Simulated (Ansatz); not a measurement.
# C2H4F2O: ranking of conformers, by script

Aim: a ranking of conformers, for C2H4F2O, run from a script.

All numbers are computed with Ansatz 0.2.0 through its Python package. Level of theory: MP2/6-31G*.

### 1 Starting point

The script builds its own geometries from the SMILES OC(F)CF.

No structure file is read: the coordinates are typed or built in the script.

### 2 The script

The input, run_conformers.py:

```python
# -*- coding: utf-8 -*-
"""Conformer energies of C2H4F2O."""

import ansatz
from rdkit import Chem
from rdkit.Chem import AllChem

rd = Chem.AddHs(Chem.MolFromSmiles("OC(F)CF"))
ids = list(AllChem.EmbedMultipleConfs(rd, numConfs=20, randomSeed=981, pruneRmsThresh=0.4))
field = [energy for _, energy in AllChem.MMFFOptimizeMoleculeConfs(rd)]
distinct = {round(e, 2): i for i, e in zip(ids, field)}
chosen = sorted(distinct.items())[:5]
found = []
for force_field, index in chosen:
    molecule = ansatz.Crystal.molecule()
    for atom, xyz in zip(rd.GetAtoms(), rd.GetConformer(index).GetPositions()):
        molecule = molecule.atom(atom.GetSymbol(), xyz.round(5).tolist())
    setup = molecule.calculation().basis(gaussian="6-31G*").correlation("mp2", electrons="all").accuracy("high")
    found.append(setup.run(threads=1).report["free_energy_ev"])
print("conformer   MMFF (kcal/mol)   this level (kJ/mol)")
for (force_field, index), e in zip(chosen, found):
    print(f"{index:9d} {force_field - chosen[0][0]:17.2f} {96.485332 * (e - min(found)):17.3f}")
```

### 3 What the engine is handed

The engine receives this input (first run):

```yaml
crystal:
  periodic: [false, false, false]
  atoms:
    - { symbol: O, position_ang: [-1.33225, 0.46191, 0.72807] }
    - { symbol: C, position_ang: [-0.5189, -0.43846, 0.00011] }
    - { symbol: F, position_ang: [-0.98507, -0.41819, -1.27264] }
    - { symbol: C, position_ang: [0.93857, -0.00871, 0.02328] }
    - { symbol: F, position_ang: [1.04286, 1.26172, -0.46595] }
    - { symbol: H, position_ang: [-1.38421, 1.24239, 0.14715] }
    - { symbol: H, position_ang: [-0.64437, -1.44709, 0.40273] }
    - { symbol: H, position_ang: [1.55222, -0.65786, -0.60625] }
    - { symbol: H, position_ang: [1.33115, 0.00429, 1.0435] }
accuracy: high
basis:
  gaussian:
    orbitals: "6-31G*"
correlation:
  method: mp2
  electrons: all
```

### 4 Launch

Command:

```sh
python run_conformers.py
```

What it wrote:

```text
conformer   MMFF (kcal/mol)   this level (kJ/mol)
        5              0.00             0.000
        4              0.66             7.986
        3              3.56             7.369
        1              6.28            16.846
```

Wall time 10 s (1 thread of Arm Neoverse V2, shared host); peak memory 0.35 GiB.

### 5 What changed from run to run

The engine's inputs for the other runs:

Run 2, against run 1:

```diff
@@ -4,9 +4,9 @@
-    - { symbol: O, position_ang: [-1.33225, 0.46191, 0.72807] }
-    - { symbol: C, position_ang: [-0.5189, -0.43846, 0.00011] }
-    - { symbol: F, position_ang: [-0.98507, -0.41819, -1.27264] }
-    - { symbol: C, position_ang: [0.93857, -0.00871, 0.02328] }
-    - { symbol: F, position_ang: [1.04286, 1.26172, -0.46595] }
-    - { symbol: H, position_ang: [-1.38421, 1.24239, 0.14715] }
-    - { symbol: H, position_ang: [-0.64437, -1.44709, 0.40273] }
-    - { symbol: H, position_ang: [1.55222, -0.65786, -0.60625] }
-    - { symbol: H, position_ang: [1.33115, 0.00429, 1.0435] }
+    - { symbol: O, position_ang: [-0.93314, -1.04076, -0.72932] }
+    - { symbol: C, position_ang: [-0.35746, 0.19634, -0.35824] }
+    - { symbol: F, position_ang: [-1.31531, 0.82718, 0.36608] }
+    - { symbol: C, position_ang: [0.89142, -0.00056, 0.48088] }
+    - { symbol: F, position_ang: [1.53096, 1.19046, 0.64324] }
+    - { symbol: H, position_ang: [-1.88793, -0.88156, -0.62622] }
+    - { symbol: H, position_ang: [-0.15582, 0.79352, -1.25163] }
+    - { symbol: H, position_ang: [1.5862, -0.69695, 0.0023] }
+    - { symbol: H, position_ang: [0.64108, -0.38768, 1.47291] }
```

Run 3, against run 1:

```diff
@@ -4,9 +4,9 @@
-    - { symbol: O, position_ang: [-1.33225, 0.46191, 0.72807] }
-    - { symbol: C, position_ang: [-0.5189, -0.43846, 0.00011] }
-    - { symbol: F, position_ang: [-0.98507, -0.41819, -1.27264] }
-    - { symbol: C, position_ang: [0.93857, -0.00871, 0.02328] }
-    - { symbol: F, position_ang: [1.04286, 1.26172, -0.46595] }
-    - { symbol: H, position_ang: [-1.38421, 1.24239, 0.14715] }
-    - { symbol: H, position_ang: [-0.64437, -1.44709, 0.40273] }
-    - { symbol: H, position_ang: [1.55222, -0.65786, -0.60625] }
-    - { symbol: H, position_ang: [1.33115, 0.00429, 1.0435] }
+    - { symbol: O, position_ang: [1.21685, -0.711, 0.87821] }
+    - { symbol: C, position_ang: [0.32539, -0.51414, -0.20948] }
+    - { symbol: F, position_ang: [-0.23612, -1.71967, -0.47437] }
+    - { symbol: C, position_ang: [-0.76198, 0.48223, 0.149] }
+    - { symbol: F, position_ang: [-0.19514, 1.71181, 0.31446] }
+    - { symbol: H, position_ang: [1.52131, 0.17712, 1.13453] }
+    - { symbol: H, position_ang: [0.89875, -0.19098, -1.08295] }
+    - { symbol: H, position_ang: [-1.51446, 0.55103, -0.64106] }
+    - { symbol: H, position_ang: [-1.25459, 0.21361, 1.08787] }
```

Run 4, against run 1:

```diff
@@ -4,9 +4,9 @@
-    - { symbol: O, position_ang: [-1.33225, 0.46191, 0.72807] }
-    - { symbol: C, position_ang: [-0.5189, -0.43846, 0.00011] }
-    - { symbol: F, position_ang: [-0.98507, -0.41819, -1.27264] }
-    - { symbol: C, position_ang: [0.93857, -0.00871, 0.02328] }
-    - { symbol: F, position_ang: [1.04286, 1.26172, -0.46595] }
-    - { symbol: H, position_ang: [-1.38421, 1.24239, 0.14715] }
-    - { symbol: H, position_ang: [-0.64437, -1.44709, 0.40273] }
-    - { symbol: H, position_ang: [1.55222, -0.65786, -0.60625] }
-    - { symbol: H, position_ang: [1.33115, 0.00429, 1.0435] }
+    - { symbol: O, position_ang: [-1.2216, 0.89206, 0.55332] }
+    - { symbol: C, position_ang: [-0.59184, -0.1967, -0.10351] }
+    - { symbol: F, position_ang: [-1.09935, -1.32623, 0.45282] }
+    - { symbol: C, position_ang: [0.91514, -0.1672, 0.08915] }
+    - { symbol: F, position_ang: [1.51126, -0.99357, -0.81388] }
+    - { symbol: H, position_ang: [-1.15578, 1.65429, -0.04415] }
+    - { symbol: H, position_ang: [-0.86489, -0.19688, -1.16296] }
+    - { symbol: H, position_ang: [1.19113, -0.50502, 1.09217] }
+    - { symbol: H, position_ang: [1.31592, 0.83925, -0.06296] }
```

### 6 The runs side by side

One row for each of the 4 runs:

```csv
run,energy from run 1 (eV),iterations in all,CPU time (s)
1,0.0000,13,2.5
2,0.0828,13,2.5
3,0.0764,13,2.5
4,0.1746,13,2.5
```

### 7 Outcome

| quantity | value |
| --- | --- |
| runs compared | 4 |
| lowest | run 1 |
| next above it by | 0.076 eV |

**Reading.** The structures are force-field minima, not relaxed at this level. Of those tried, run 1 is lowest; run 3 lies 0.076 eV above it. The conformers keep their force-field geometries.
